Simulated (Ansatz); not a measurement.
Process, species as SMILES: N#N (N2) → N2+ (doublet, bonded as N#N) + e-
B3LYP-D3(BJ)/def2-TZVP geometries, fixed; electronic energies without zero-point terms.

Basis-set convergence of the adiabatic ionisation energy at PBE with Ansatz (an electronic-structure program). Cartesian d functions, on some or all atoms, in 6-31G**; all else is spherical. The program fits the integrals of some runs and decomposes those of others, by size. Open shells are unrestricted. No added dispersion term, no relativity. Functions are those of the species that has most. Reference: the value in aug-cc-pV5Z, 15.367 eV, itself unsure by roughly 0.002 eV (its mean distance from pcseg-4, aug-pcseg-3, aug-cc-pVQZ). Deviations are taken from unrounded values.

```
basis              functions  adiabatic ionisation energy (eV)  minus reference (eV)
-----------------  ---------  --------------------------------  --------------------
STO-3G                    10                            14.314                -1.053
cc-pVDZ                   28                            15.139                -0.229
def2-SVP                  28                            15.304                -0.063
6-31G**                   30                            15.233                -0.134
def2-SVPD                 40                            15.380                 0.013
6-311+G**                 44                            15.393                 0.026
aug-pcseg-1               46                            15.416                 0.049
def2-TZVPP                62                            15.349                -0.018
6-311++G(3df,3pd)         78                            15.378                 0.011
jun-cc-pV(T+d)Z           78                            15.373                 0.005
pcseg-3                  120                            15.359                -0.009
aug-cc-pVQZ              160                            15.369                 0.001
pcseg-4                  202                            15.365                -0.003
```

The smallest set listed that lies within 0.1 eV of the reference with all its larger relatives (same family, alike in diffuse functions; a set with none counts only in the reference's own line) is def2-SVP (28 functions, -0.063 eV off). (Relatives not listed, tested too: 6-311++G(2d,2p) 0.049, def2-TZVP -0.018, def2-TZVPD -0.004, def2-TZVPPD -0.004, aug-cc-pVTZ 0.006, aug-pcseg-2 0.009, def2-QZVP -0.024, def2-QZVPP -0.024, def2-QZVPPD -0.003, aug-pcseg-3 0.002, aug-cc-pV5Z 0.000 eV.)
